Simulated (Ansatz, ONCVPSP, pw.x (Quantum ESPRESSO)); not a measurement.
C: does the ONCV potential hold in the solid?

carbon (C), optimised norm-conserving Vanderbilt (ONCV), made with ONCVPSP 4.0.1.1 (patched build) (PBEsol, scalar-relativistic). Core [He], reference 2s2 2p2. Waves: 2s: rc 1.40 bohr, ncon 4, nbas 7, qcut 3.7 1/bohr, 2 projectors, debl 0.8 Ha; 2p: rc 2.55 bohr, ncon 4, nbas 7, qcut 6.3 1/bohr, 2 projectors, debl 2.9 Ha; d scattering state at 0.38 Ha: rc 1.90 bohr, ncon 4, nbas 7, qcut 5.6 1/bohr, 2 projectors, debl 0.5 Ha. Local part: polynomial inside 1.10 bohr (lpopt 4, dvloc0 0 Ha). Core correction: Teter function, fcfact 5.25, rcfact 1.25.

Crystal test: bcc C in pw.x 7.5, no spin, 18³ k-points, Fermi–Dirac smearing 0.01 Ry, cutoffs 145/580 Ry. The reference is all-electron LAPW (Ansatz 0.2.0) with the same functional, mesh and smearing; V0 and B0 come from Birch–Murnaghan fits to the pressures at five volumes. Errors are pseudo minus all-electron; Δ is the rms difference of the E(V) curves that follow from these fits, minima aligned, over ±6 % about the mean V0. Mesh and smearing are coarse, so the numbers serve the comparison and aren't converged zero-temperature values; the lattice is a test structure that the element need not adopt.

```json
{"V (Å³/atom)": "5.998", "P all-electron (GPa)": "17.37", "P pseudo (GPa)": "11.53"}
{"V (Å³/atom)": "6.156", "P all-electron (GPa)": "10.47", "P pseudo (GPa)": "5.43"}
{"V (Å³/atom)": "6.314", "P all-electron (GPa)": "4.37", "P pseudo (GPa)": "0.03"}
{"V (Å³/atom)": "6.472", "P all-electron (GPa)": "-1.02", "P pseudo (GPa)": "-4.76"}
{"V (Å³/atom)": "6.630", "P all-electron (GPa)": "-5.76", "P pseudo (GPa)": "-8.98"}
```

All-electron: a0 = 2.344 Å (V0 = 6.44 Å³/atom), B0 = 211.3 GPa.

Pseudopotential: mean pressure error (GPa): -4.44; a0 (Å): 2.329; a0 error (%): -0.66; B0 error (%): -4.0; Δ (meV/atom): 5.8. The largest radius (2.55 bohr) exceeds half the bond length (1.91 bohr), so the spheres overlap, which is one possible source of error among others. This is a poor potential for the solid.

At the middle volume, how do free energy and pressure move when the wave cutoff is lowered (ecutrho kept at four times it)?

```tsv
cutoff (Ry)	shift of F (meV/atom)	shift of P (GPa)
65	+96.0	+0.08
87	+70.3	-3.58
116	+10.1	-1.93
```

Input at the middle volume:

```
&control
  calculation='scf', prefix='x', pseudo_dir='./', outdir='./tmp', tstress=.true., disk_io='none'
/
&system
  ibrav=0, nat=1, ntyp=1, ecutwfc=145, ecutrho=580, nbnd=9,
  occupations='smearing', smearing='fd', degauss=0.01
/
&electrons
  conv_thr=1e-09, mixing_beta=0.4, electron_maxstep=70
/
ATOMIC_SPECIES
C 1.0 C.UPF
CELL_PARAMETERS angstrom
  -1.16434459 1.16434459 1.16434459
  1.16434459 -1.16434459 1.16434459
  1.16434459 1.16434459 -1.16434459
ATOMIC_POSITIONS crystal
C 0.0000 0.0000 0.0000
K_POINTS automatic
18 18 18 0 0 0
```

```bash
pw.x < C.scf.in > C.scf.out
```

Lines of the output:

```
Message from routine setup:
     using ibrav=0 with symmetry is DISCOURAGED, use correct ibrav instead
     lattice parameter (alat)  =       3.8110  a.u.
     unit-cell volume          =      42.6090 (a.u.)^3
     number of electrons       =         4.00
     number of Kohn-Sham states=            9
     kinetic-energy cutoff     =     145.0000  Ry
     charge density cutoff     =     580.0000  Ry
     scf convergence threshold =      1.0E-09
     Exchange-correlation= PBESOL
     number of k points=   195  Fermi-Dirac smearing, width (Ry)=  0.0100
     iteration #  1     ecut=   145.00 Ry     beta= 0.40
     total energy              =     -11.40090779 Ry
     estimated scf accuracy    <       0.00110874 Ry
     iteration #  2     ecut=   145.00 Ry     beta= 0.40
     total energy              =     -11.40090345 Ry
     estimated scf accuracy    <       0.00036377 Ry
     iteration #  3     ecut=   145.00 Ry     beta= 0.40
     total energy              =     -11.40091933 Ry
     estimated scf accuracy    <       0.00000510 Ry
     iteration #  4     ecut=   145.00 Ry     beta= 0.40
     total energy              =     -11.40091963 Ry
     estimated scf accuracy    <       0.00000002 Ry
     iteration #  5     ecut=   145.00 Ry     beta= 0.40
     the Fermi energy is    12.6219 ev
!    total energy              =     -11.40091964 Ry
     estimated scf accuracy    <          3.8E-10 Ry
     smearing contrib. (-TS)   =      -0.00153823 Ry
     The total energy is F=E-TS. E is the sum of the following terms:
     one-electron contribution =       5.29273640 Ry
     hartree contribution      =       0.25277822 Ry
     xc contribution           =      -3.71307841 Ry
     ewald contribution        =     -13.23181761 Ry
     convergence has been achieved in   5 iterations
          total   stress  (Ry/bohr**3)                   (kbar)     P=        0.29
     Message from routine punch:
     Nothing written, as per user request (disk_io='none')
```

The run at the middle volume (195 k-points, 5 iterations) took about 17 s on one core of a shared host (AMD EPYC 7B13, 96 threads, 756 GiB, load 56).
